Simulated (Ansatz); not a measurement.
Input for Ansatz (development build ahead of 0.2.0):

```yaml
crystal:
  periodic: [false, false, false]
  atoms:
    - { symbol: O, position_ang: [0.0, 0.0, 0.0] }
    - { symbol: O, position_ang: [0.0, 0.0, 1.456] }
basis:
  gaussian: { orbitals: "6-31G" }
total_charge: 1
magnetization:
  spin_polarized: true
  initial_magnetization: 1
hamiltonian:
  xc: pbe0
scf:
  omitted_lower_state_checks: [starts, atomic_configurations, cluster_reference, orbital_swaps, given_window_search, neighbouring_geometries, increment]
output:
  forces: true
```

The input is written out in the form of the current development build from the run's settings.

Output:

| Item | Value |
| --- | --- |
| Converged | yes |
| Total energy | -149.55969 hartree |
| Spin squared of the determinant | 1.452 |
| Stability test | minimum |

Forces (eV/Å):
```json
{"atom": "O1", "Fx": "0.000", "Fy": "0.000", "Fz": "5.472"}
{"atom": "O2", "Fx": "0.000", "Fy": "0.000", "Fz": "-5.472"}
```

Caution: the unrestricted determinant is spin contaminated.
